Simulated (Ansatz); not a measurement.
Geometry optimisation, Ansatz 0.2.0, RKS B3LYP/def2-SVP.

The input (input.yaml):

```yaml
crystal:
  periodic: [false, false, false]
  atoms:
    - { symbol: Si, position_ang: [0.252006, 0.0564, -0.120971] }
    - { symbol: H, position_ang: [0.054359, -0.106963, 1.327488] }
    - { symbol: F, position_ang: [1.853984, -0.045789, -0.414137] }
    - { symbol: H, position_ang: [-0.211757, 1.392748, -0.566702] }
    - { symbol: H, position_ang: [-0.41417, -1.047448, -0.858212] }
    - { symbol: S, position_ang: [-2.911784, 0.146301, 1.020914] }
    - { symbol: H, position_ang: [-3.109919, -1.176953, 0.810265] }
    - { symbol: H, position_ang: [-1.764418, -0.091095, 1.749054] }
basis:
  gaussian: { orbitals: def2-SVP }
hamiltonian:
  xc: b3lyp
relax:
  f_tol: 0.03
  max_steps: 50
```

Command:

```bash
$ ansatz run input.yaml --threads 1 --pin off --max-ram 2048MiB --backend cpu --events-out ev --progress --plain --runs-dir out
```

Where does it end, and by what steps?

The forces met the threshold. The force dipped under the threshold on the way, but the program's further checks kept it going. After 8 steps the energy has fallen by 0.140 eV; H8 moved furthest, 0.97 Å.

```csv
step,energy less start (eV),largest force component (eV/Å),accepted
0,0.0000,0.737,yes
1,-0.0791,0.314,yes
2,-0.1036,0.086,yes
3,-0.1205,0.273,yes
4,-0.1358,0.122,yes
5,-0.1371,0.265,yes
6,-0.1403,0.019,yes
7,-0.1403,0.059,no
8,-0.1404,0.008,yes
```

```xyz
8
Properties=species:S:1:pos:R:3
Si 0.424 0.054 -0.194
H 0.437 -0.127 1.281
F 1.973 -0.014 -0.709
H -0.119 1.383 -0.573
H -0.317 -1.048 -0.862
S -2.930 0.130 0.968
H -3.133 -1.193 0.774
H -2.587 -0.057 2.263
```

Whether the end is a true minimum wasn't checked by a vibrational analysis.

Run time: 37 s on 1 thread of Arm Neoverse N1, on a shared host, peak memory 0.14 GiB.
